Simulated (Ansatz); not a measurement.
## Structure relaxation of Ba₃Y

Computed with Ansatz, DFT PBE, scalar-relativistic, plane waves, PAW. Cutoff 420 eV, Γ-centred k mesh, Gaussian smearing, no spin polarisation in the final step.

This is the end of a relaxation of cell and atoms.

```xyz
4
Lattice="-2.9609 2.9609 5.8537 2.9609 -2.9609 5.8537 2.9609 2.9609 -5.8537" Properties=species:S:1:pos:R:3 pbc="T T T"
Ba    0.0000    2.9609    2.9269
Ba    2.9609    0.0000    2.9269
Ba    0.0000    0.0000    5.8537
Y     0.0000    0.0000    0.0000
```

Formation energies are uncorrected and refer to the elements' standard structures at the same level.

Task: What space group does it have?

Result: I4/mmm (No. 139). Conventional cell: a = 5.922 Å, c = 11.707 Å. Ba on Wyckoff site d (2 atoms of the primitive cell) has 4 Y at 4.16 Å and 8 Ba at 4.16–4.19 Å; Ba on Wyckoff site b (1 atom of the primitive cell) has 8 Ba at 4.16 Å and 4 Y at 4.19 Å; Y is coordinated by 12 Ba at 4.16–4.19 Å.

Task: How far does it lie from the elements in energy?

Result: 0.23 eV/atom.

Task: Is it a metal?

Result: Yes, bands cross the Fermi level on the 12×12×12 mesh.

The final run used a 12×12×12 mesh on its 4-atom cell and 0.10 eV smearing. The k mesh leaves about 4 meV/atom of noise in metals.

Cost: 2 runs of about 2.8 core-minutes in all, on AMD EPYC 9B14 (Zen 4) (shared hosts).